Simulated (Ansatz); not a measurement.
Reaction (formal exchange of groups at the Al–C bond): `[AlH2][CH2][AlH2]` + `BC` → `C[BH][AlH2]` + `[CH3][AlH2]`

Calculated with Ansatz (gas phase, PBE0-D4/def2-TZVP geometries, no zero-point term in ΔE). CBS: MP2 limit from def2 TZ/QZ plus the TZ coupled-cluster correction, frozen cores. This one scheme is used for every species. Functionals use def2-TZVPP. B3LYP here is the variant with VWN-RPA as its local correlation; programs differ in this. HSE06 is defined as in plane-wave codes.

`[AlH2][CH2][AlH2]`:

Z-matrix (Å, degrees):
```
C
Al 1 1.936
Al 1 1.936 2 118.4
H 1 1.097 2 107.0 3 121.0
H 1 1.098 2 107.0 3 -120.9
H 2 1.589 1 120.1 3 89.4
H 2 1.589 1 120.1 3 -89.3
H 3 1.589 1 120.1 2 89.5
H 3 1.589 1 120.1 2 -89.2
```

`BC`:

Cartesian coordinates in Å:
```
B -0.093 0.355 0.799
C 0.081 -0.197 -0.637
H 0.847 0.467 1.534
H -1.180 0.618 1.230
H 1.068 -0.044 -1.077
H -0.022 -1.289 -0.505
H -0.700 0.090 -1.343
```

`C[BH][AlH2]`:

Cartesian coordinates in Å:
```
C 1.035 0.996 -0.229
B -0.127 0.296 0.537
Al -1.133 -1.495 -0.019
H 1.592 0.396 -0.951
H 1.729 1.546 0.412
H 0.507 1.773 -0.812
H -0.528 0.884 1.512
H -2.375 -1.484 -1.022
H -0.698 -2.912 0.572
```

`[CH3][AlH2]`:

```xyz
7

C    -0.595    0.461    0.485
Al    0.724   -0.521   -0.564
H    -0.755    1.476    0.113
H    -1.564   -0.051    0.428
H    -0.332    0.515    1.544
H     0.947   -0.188   -2.103
H     1.574   -1.692    0.097
```

**Question.** Is it downhill or uphill in electronic energy at CCSD(T)/CBS, and by how much? (Best estimate.)

**Answer.** Ansatz gave: Uphill: ΔE = +14.7 kcal/mol.

**Question.** What do these levels give: LDA (SPW92), BLYP-D4, PBE0-D4, B3LYP-D4, BHLYP-D4, PBE-QIDH, B3LYP, r2SCANh, HSE06, CCSD/def2-SVP, CCSD/def2-TZVPP, CCSD(T)/def2-TZVPP? (Estimate.)

**Answer.** Computed: LDA (SPW92) 12.7, BLYP-D4 13.3, PBE0-D4 12.9, B3LYP-D4 13.8, BHLYP-D4 14.7, PBE-QIDH 14.6, B3LYP 13.4, r2SCANh 14.5, HSE06 12.7, CCSD/def2-SVP 13.3, CCSD/def2-TZVPP 14.2, CCSD(T)/def2-TZVPP 14.5 kcal/mol.

Largest T1 diagnostic among the species: 0.011.

From PBE to PBE0 (25 % exact exchange), in def2-TZVPP and without D4, ΔE moves by +0.8 kcal/mol. At CCSD(T), def2-SVP lies −1.2 kcal/mol from the extrapolated value and def2-TZVPP −0.2 kcal/mol. Leaving LDA and LC-ωPBE aside and taking each functional with its dispersion term where it has one, the values, not all of them listed here, spread over 3.0 kcal/mol, from revPBE-D4 to ωB97M-V. LDA lies +0.8 kcal/mol from PBE without D4.
